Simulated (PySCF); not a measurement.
An isoelectronic set: 30 electrons

CCSD(T) in PySCF with def2-TZVPPD on every atom, for the lowest determinant that a PBE0 search found; no spin–orbit coupling. All have 30 electrons, 10 of them in the valence shells, and the same state, a singlet (closed shell). For ions De leads to the atom and ion picked by measured ionisation energies and electron affinities.

| species | difference of nuclear charges | Re (Å) | ωe (cm⁻¹) | k (mdyn/Å) | De (eV) | dissociates to |
| --- | --- | --- | --- | --- | --- | --- |
| SiP⁻ | 1 | 2.024 | 671 | 3.90 | n/a | Si⁻ + P |
| P2 | 0 | 1.908 | 776 | 5.50 | 4.61 | P + P |
| SiS | 2 | 1.945 | 742 | 4.84 | 6.05 | Si + S |
| AlCl | 4 | 2.150 | 478 | 2.05 | 5.10 | Al + Cl |
| SiCl⁺ | 3 | 1.959 | 674 | 4.16 | 5.07 | Si⁺ + Cl |

**Question.** Which member of the whole set has the stiffest bond, and how does it compare with the softest?

**Answer.** P2 with k = 5.50 mdyn/Å, 2.7 times that of AlCl.

Correlated steps freeze 10 core orbitals. For an ion De counts to the pair picked by the measured ionisation energies or electron affinities, which need not be the lowest pair at this level. Where the molecule has an RHF reference, its open-shell atoms are computed with UHF. The CCSD T1 diagnostic is raised in SiP⁻, SiS, a sign that a single reference may not be enough there.
